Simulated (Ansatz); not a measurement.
Species: LiF, charge 0, singlet. LiF (SMILES [Li][F]).
B3LYP-D3(BJ)/def2-TZVP minimum from Ansatz (a first-principles code):
```xyz
2

Li     0.0000     0.0000    -1.1712
F      0.0000     0.0000     0.3904
```

Wanted: atomisation energy (electronic, to ground-state atoms), in kcal/mol. UHF or UKS for unpaired electrons; spin-orbit terms are left out. Correlated methods leave the cores frozen. No relativity. CBS(X,Y): correlation extrapolated as X^-3, Hartree-Fock from the larger set. A bracket is a step between two methods taken in the basis named. Double hybrids freeze cores in their MP2 part. Full CI freezes restricted core orbitals, also for open shells; the composite that ends in it estimates full CI at the basis-set limit. Where a partner has so few electrons that a lower coupled-cluster level is exact, that level stands in.

CCSD(T)/CBS(def2-TZVPP,def2-QZVPP) + [CCSDT(Q) - CCSD(T)]/def2-QZVPP + [FCI - CCSDT(Q)]/def2-SVP (Ansatz) gives 137.8 kcal/mol.

Question: How far off this value is PBE/def2-TZVPD (Ansatz), in which direction, and which of these levels come nearer: r2SCAN/def2-TZVPD, B3LYP/def2-TZVPD, PBE0/def2-TZVPD, wB97M-V/def2-TZVPD, B2PLYP/def2-TZVPD, CCSD(T)/CBS(def2-TZVPP,def2-QZVPP)?

Answer: PBE gives 137.7 kcal/mol, 0.1 kcal/mol below it. Differences of the others: r2SCAN/def2-TZVPD (Ansatz) -4.0; B3LYP/def2-TZVPD (Ansatz) -2.1; PBE0/def2-TZVPD (Ansatz) -7.2; wB97M-V/def2-TZVPD (Ansatz) -0.4; B2PLYP/def2-TZVPD (Ansatz) -1.8; CCSD(T)/CBS(def2-TZVPP,def2-QZVPP) (Ansatz) 0.0 kcal/mol. Nearer than PBE: CCSD(T)/CBS(def2-TZVPP,def2-QZVPP).
